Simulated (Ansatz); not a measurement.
Cartesian coordinates in Å:
```
C 0.9085 -0.2187 -0.1035
Si -0.8836 0.1910 -0.0366
S 0.3661 0.1765 1.6333
H 1.6136 0.5023 -0.5056
H 1.2234 -1.2501 -0.2288
H -1.8792 -0.8913 -0.1913
H -1.3488 1.4903 -0.5675
```

Charge 0, multiplicity 1.

Q: List the CAM-B3LYP/def2-TZVPP orbital energies in eV (the Gaussian-basis code of Ansatz). (An estimate is asked.)

A: Ansatz gave: Occupied: -2419.48, -1801.59, -279.52, -217.50, -162.08, -162.00, -161.87, -146.14, -101.50, -101.45, -101.43, -23.81, -18.75, -16.25, -14.09, -12.85, -11.64, -10.49, -9.18, -8.27. Lowest empty: 0.61, 1.30, 1.94, 2.49, 2.92, 3.67, 3.78, 5.17.
